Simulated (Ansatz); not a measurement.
Geometry optimisation, RKS PBE/def2-SVP in Ansatz.

Input:

```yaml
crystal:
  periodic: [false, false, false]
  atoms:
    - { symbol: B, position_ang: [-0.753326, 1.021854, 0.199636] }
    - { symbol: H, position_ang: [1.096522, -0.273991, 0.981405] }
    - { symbol: H, position_ang: [1.12234, -0.471068, 0.288229] }
    - { symbol: "N", position_ang: [-1.2184, 0.133573, -0.768276] }
    - { symbol: H, position_ang: [-0.904071, -0.824612, -0.948665] }
    - { symbol: H, position_ang: [-2.044964, 0.414244, -1.31223] }
basis:
  gaussian: { orbitals: def2-SVP }
hamiltonian:
  xc: pbe
relax:
  f_tol: 0.03
  max_steps: 50
```

Run as:

```bash
$ ansatz run input.yaml --threads 1 --pin off --max-ram 2048MiB --backend cpu --events-out ev --progress --plain --runs-dir out
```

Question: Where does it end, and by what steps?

Answer: The forces met the threshold. The force dipped under the threshold on the way, but the program's further checks kept it going. After 22 steps the energy has fallen by 0.215 eV; H3 moved furthest, 1.26 Å.

```csv
step,energy less start (eV),largest force component (eV/Å),accepted
0,0.0000,1.769,yes
1,-0.1148,0.445,yes
2,-0.1412,0.817,yes
3,-0.1789,0.225,yes
4,-0.1934,0.129,yes
5,-0.2043,0.203,yes
6,-0.2043,0.271,no
7,-0.2054,0.140,yes
8,-0.2093,0.084,yes
9,-0.1928,0.653,no
10,-0.2116,0.027,yes
11,-0.2121,0.103,yes
12,-0.2096,0.183,no
13,-0.2132,0.020,yes
14,-0.2136,0.072,yes
15,-0.2138,0.078,yes
16,-0.2140,0.080,yes
17,-0.2139,0.111,no
18,-0.2143,0.050,yes
19,-0.2145,0.031,yes
20,-0.2146,0.026,yes
21,-0.2143,0.047,no
22,-0.2146,0.017,yes
```

```xyz
6
Properties=species:S:1:pos:R:3
B -0.879 0.879 0.029
H 1.478 -0.257 0.996
H 2.059 -0.761 1.073
N -1.597 0.219 -0.954
H -1.292 -0.672 -1.362
H -2.472 0.592 -1.341
```

Whether the end is a true minimum wasn't checked by a vibrational analysis.

Run time: 14 s on 1 thread of Arm Neoverse V2, on a shared host, peak memory 0.1 GiB.
